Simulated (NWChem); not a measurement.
# Correlation energy of B (-1)

```
B
```
Charge -1, spin multiplicity 3.

Program: NWChem.

Basis set: aug-cc-pVTZ. Each correlation energy counts from its own Hartree-Fock reference.

The correlated methods keep 1 core orbital frozen. The stability of the SCF solutions was not checked. Open-shell Hartree-Fock references start from PBE0 orbitals. Coupled-cluster values serve here as a point of comparison, not as the truth.

Problem. Order these methods by the correlation energy they give, lowest first: UMP2, CCSD on UHF, CCSD[T] on UHF, CCSD on ROHF.

Solution. CCSD[T] on UHF (-86.0 mHa), CCSD on ROHF (-84.8 mHa), CCSD on UHF (-82.3 mHa), UMP2 (-63.3 mHa)
